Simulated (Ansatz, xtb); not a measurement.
Relative energy of two isomers of H6NSi2+

Structure X is `[NH2+]=[SiH][SiH3]`, a singlet and structure Y is `[NH2+]1[SiH2][SiH2]1`, a singlet. Both are isolated ions in the gas phase, relaxed with B3LYP-D3(BJ)/def2-SVP.

X (Å):

```xyz
9

N     0.0282   -0.4649   -3.8053
Si    0.5719   -1.1566   -2.3894
Si    0.2055   -0.0966   -0.2992
H    -0.4749    0.4219   -3.8522
H     0.1611   -0.8816   -4.7288
H     1.2617   -2.4386   -2.6610
H     1.5717    0.1251    0.2340
H    -0.5860   -1.0866    0.4713
H    -0.5292    1.1438   -0.6445
```

Y (Å):

```xyz
9

N     0.7857   -1.1816   -1.7158
Si    0.4976    0.1451   -3.0717
Si   -0.7483   -0.1470   -1.2078
H     0.1411   -0.5407   -4.3293
H     1.6459    1.0728   -3.0703
H     0.6491   -2.1690   -1.9619
H     1.6327   -1.1149   -1.1392
H    -1.9333   -1.0270   -1.2260
H    -0.4282    0.5865    0.0326
```

Quicker runs give these differences E(Y) − E(X): GFN2-xTB +0.507 eV; HF/STO-3G −0.115 eV (at GFN2-xTB geometries); r2SCAN-D4/def2-SVP −0.092 eV (at GFN2-xTB geometries).

Problem. Estimate which is lower in electronic energy at CCSD(T)/def2-TZVP, and by roughly how much.

Solution. Too close to call at this level: CCSD(T)/def2-TZVP gives E(Y) − E(X) = −0.005 eV.

The same difference at several levels:

| level | geometry | E(Y) − E(X) (eV) | departure from the last row (eV) | job, with rough time for the two |
| --- | --- | --- | --- | --- |
| GFN2-xTB | GFN2-xTB | +0.507 | +0.512 | optimisation, 0.21 s |
| HF/STO-3G | GFN2-xTB | −0.115 | −0.110 | single point, 0.3 s |
| r2SCAN-D4/def2-SVP | GFN2-xTB | −0.092 | −0.087 | single point, 4.7 s |
| B3LYP-D3(BJ)/def2-SVP | B3LYP-D3(BJ)/def2-SVP | +0.007 | +0.012 | optimisation, 50 s |
| HF/def2-TZVP | B3LYP-D3(BJ)/def2-SVP | +0.123 | +0.128 | part of the CCSD(T) run |
| MP2/def2-TZVP | B3LYP-D3(BJ)/def2-SVP | −0.046 | −0.041 | part of the CCSD(T) run |
| CCSD(T)/def2-TZVP | B3LYP-D3(BJ)/def2-SVP | −0.005 |  | single point, 38 s |

As drawn, Y has 2 N–Si in place of 1 N=Si. Structure X has no ring, Y a 3-membered ring.

The largest departure from CCSD(T)/def2-TZVP is that of GFN2-xTB, 0.512 eV.

With harmonic frequencies from B3LYP-D3(BJ)/def2-SVP (ideal gas, rigid rotor, one conformer each, 1000 K, 1 atm): the zero-point term adds +0.041 eV; ΔH is −0.003 and ΔG +0.356 eV.

The correlated steps freeze 11 core orbitals. Programs: Ansatz 0.2.0, xtb 6.7.1; the last row on 1 thread of Arm Neoverse V1 on a shared host.
